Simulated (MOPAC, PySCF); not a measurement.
C₄H₈, SMILES `C/C=C/C`, neutral singlet in the gas phase. 

Cartesian coordinates (Å):
SMILES: C/C=C/C
```xyz
12

C      1.9379     0.2087     0.1662
C      0.4679     0.4668     0.1202
C     -0.4679    -0.4668     0.0784
C     -1.9379    -0.2087     0.0324
H      2.1531    -0.8599     0.1613
H      2.3866     0.6415     1.0634
H      2.4449     0.6614    -0.6891
H      0.1614     1.5102     0.1218
H     -0.1614    -1.5102     0.0768
H     -2.1531     0.8599     0.0373
H     -2.4449    -0.6614     0.8877
H     -2.3866    -0.6415    -0.8648
```
Charge 0, spin multiplicity 1.

All levels are single points at this geometry (CAM-B3LYP-D3(BJ)/def2-TZVP); Pople sets use spherical d functions. Orbital energies aren't observables, and empty levels follow the basis.

CAM-B3LYP-D3(BJ)/def2-TZVP in PySCF gives dipole (D) = 0.00.

Estimate the dipole (D) from each of these levels: PBE-D3(BJ)/def2-TZVP in PySCF; TPSSh-D3(BJ)/def2-TZVP in PySCF; B3LYP/3-21G in PySCF; B3LYP/6-311+G** in PySCF; BP86/6-31G* in PySCF; M06-2X/6-31G* in PySCF; SVWN5/6-31G* in PySCF; HF/3-21G in PySCF; HF/6-31G* in PySCF; AM1 in MOPAC; PM3 in MOPAC; PM7 in MOPAC.


```tsv
level	dipole (D)
PBE-D3(BJ)/def2-TZVP in PySCF	0.00
TPSSh-D3(BJ)/def2-TZVP in PySCF	0.00
B3LYP/3-21G in PySCF	0.00
B3LYP/6-311+G** in PySCF	0.00
BP86/6-31G* in PySCF	0.00
M06-2X/6-31G* in PySCF	0.00
SVWN5/6-31G* in PySCF	0.00
HF/3-21G in PySCF	0.00
HF/6-31G* in PySCF	0.00
AM1 in MOPAC	0.00
PM3 in MOPAC	0.00
PM7 in MOPAC	0.00
```
